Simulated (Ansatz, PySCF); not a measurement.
This Ansatz (an electronic-structure program) input computes a BLYP/def2-TZVPD energy:

Ansatz 0.2 input:
```yaml
crystal:
  periodic: [false, false, false]
  atoms:
    - {symbol: O, position_ang: [0.36963845, 0.69252623, -1.55316292]}
    - {symbol: C, position_ang: [0.12783134, 0.25596502, -0.54776687]}
    - {symbol: S, position_ang: [-0.19364496, -0.48553451, 0.89295304]}
    - {symbol: H, position_ang: [-0.62577635, 0.69255211, 1.42465592]}
basis:
  gaussian:
    orbitals: def2-TZVPD
hamiltonian:
  xc: {name: BLYP}
total_charge: 1
output: {forces: true}
```

Question: Write an input for the same energy in PySCF and say what it gives.

Answer: 
```python
from pyscf import gto, scf, dft

mol = gto.M(
    atom='''
    O     0.36963845    0.69252623   -1.55316292
    C     0.12783134    0.25596502   -0.54776687
    S    -0.19364496   -0.48553451    0.89295304
    H    -0.62577635    0.69255211    1.42465592
    ''',
    basis='def2-tzvpd',
    charge=1,
    spin=0,
    verbose=4,
)

mf = dft.RKS(mol, xc='blyp').density_fit(auxbasis='def2-universal-jkfit')
mf.grids.level = 3
mf.conv_tol = 1e-9
mf.max_cycle = 100
mf.max_memory = 1500
mf.kernel()
if not mf.converged:
    mf = mf.newton()
    mf.kernel(mf.make_rdm1())
mf.analyze()
```
It gives -511.83838 Eh, and Ansatz -511.83833 Eh, a difference of 0.05 mEh, from the treatment of integrals and grids.

It need not be the lowest isomer of its formula.
